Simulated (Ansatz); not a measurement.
# PH₄ (doublet): wave-function methods side by side at distance P1–H2 = 1.373 Å, 6-31G

Aim: climb from Hartree-Fock through coupled cluster and multireference methods for PH₄ (doublet) at one geometry and basis, and see what each rung misses.

Program: Ansatz 0.2.0, Gaussian basis. Level of theory: 6-31G, core rule «outside noble gas», up to 5 orbitals frozen. These are calculated values, not measurements.

The runs, in order: UHF; CCSD(T) on ROHF; CCSD(T) on UHF; BCCD(T) on ROHF; CISD; CCSDT(Q) on ROHF; CCSDT(Q) on UHF; CISDTQ; CCSDTQ on ROHF; CCSDTQ on UHF; CASSCF and MRCISD+Q, 3 electrons in 3 orbitals; CASSCF and NEVPT2, 3 electrons in 3 orbitals; CASSCF and MRCISD+Q, 9 electrons in 8 orbitals; CASSCF and MRCISD+Q(relaxed), 9 electrons in 8 orbitals; CASSCF and NEVPT2, 9 electrons in 8 orbitals; Full CI.

15 further runs of the same task are left out: 11 that didn't finish, 4 set aside as unsound or not needed.

### 1 The geometry

The geometry derives from a PBE0/def2-TZVP stationary point (not a proven minimum). One bond is set to the value named and the two fragments are kept rigid.

5 atoms, charge 0, spin multiplicity 2.

Atoms are counted from 1 here; the program's logs count them from 0.

Bond lengths: P1–H2 1.373 Å, P1–H3 1.410 Å, P1–H4 1.410 Å, P1–H5 1.519 Å. Angles: H2–P1–H3 92.8°, H2–P1–H4 92.8°, H2–P1–H5 171.2°, H3–P1–H4 99.8°, H3–P1–H5 92.8°, H4–P1–H5 92.8°.

### 2 UHF

Input file in.yaml:

```yaml
crystal:
  periodic: [false, false, false]
  atoms:
    - {symbol: P, position_ang: [0.045948, 0.000000, -0.004194]}
    - {symbol: H, position_ang: [0.150747, 0.000000, -1.373189]}
    - {symbol: H, position_ang: [-0.862309, 1.078238, -0.004194]}
    - {symbol: H, position_ang: [-0.862309, -1.078238, -0.004194]}
    - {symbol: H, position_ang: [0.161898, 0.000000, 1.510474]}
basis:
  gaussian: {orbitals: 6-31G}
magnetization: {spin_polarized: true, initial_magnetization: 1}
hamiltonian: {xc: hf}
output: {orbitals: {seedname: orbitals}}
```

Launch:

```sh
> ansatz run in.yaml --threads 1 --pin off --events-out ev --progress --plain --max-ram 2393MiB
```

After this run come: CCSD(T) on ROHF; CCSD(T) on UHF; BCCD(T) on ROHF; CISD; CCSDT(Q) on ROHF; CCSDT(Q) on UHF; CISDTQ; CCSDTQ on ROHF; CCSDTQ on UHF; CASSCF and MRCISD+Q, 3 electrons in 3 orbitals; CASSCF and NEVPT2, 3 electrons in 3 orbitals; CASSCF and MRCISD+Q, 9 electrons in 8 orbitals; CASSCF and MRCISD+Q(relaxed), 9 electrons in 8 orbitals; CASSCF and NEVPT2, 9 electrons in 8 orbitals; Full CI.

**Question.** What will the summary of the whole plan be? Wanted: FCI below the RHF energy; RMP2 from FCI; UMP2 from FCI; RCCSD from FCI; RCCSD(T) from FCI; UCCSD(T) from FCI; RCCSDT(Q) from FCI; UCCSDT(Q) from FCI; NEVPT2 pair from FCI.

The runs gave:

```
                         quantity                                                                                                                                                                   value
         FCI below the RHF energy                                                                                                                                                              -2.6951 eV
                    RMP2 from FCI                                                                                                                                                              +702.2 meV
                    UMP2 from FCI                                                                                                                                                              +693.2 meV
                   RCCSD from FCI                                                                                                                                                               +40.3 meV
                RCCSD(T) from FCI                                                                                                                                                               +11.0 meV
                UCCSD(T) from FCI                                                                                                                                                               +11.2 meV
               RCCSDT(Q) from FCI                                                                                                                                                                +0.3 meV
               UCCSDT(Q) from FCI                                                                                                                                                                +0.3 meV
             NEVPT2 pair from FCI                                                                                                                                                              +564.4 meV
          NEVPT2 valence from FCI                                                                                                                                                              +233.6 meV
        MRCISD+Q valence from FCI                                                                                                                                                                +5.7 meV
levels within 1 kcal/mol (43 meV)  RCCSD, UCCSD, RCCSD(T), UCCSD(T), BCCD(T), RCCSDT, UCCSDT, CISDTQ, RCCSDT(Q), UCCSDT(Q), RCCSDTQ, UCCSDTQ, MRCISD valence, MRCISD+Q valence, MRCISD+Q(relaxed) valence
                    T1 diagnostic                                                                                                                                                                   0.018
   effectively unpaired electrons                                                                                                                                                                    1.03
```

RCCSD(T) misses by +11.0 meV, 0.4 % of the correlation energy. One determinant dominates. Of the multireference levels listed MRCISD+Q(relaxed) valence comes nearest in total energy (-0.7 meV), which doesn't show that its space is the better one. These misses are within one basis, not against nature; the frozen cores of restricted and unrestricted runs differ, which can shift their rows.
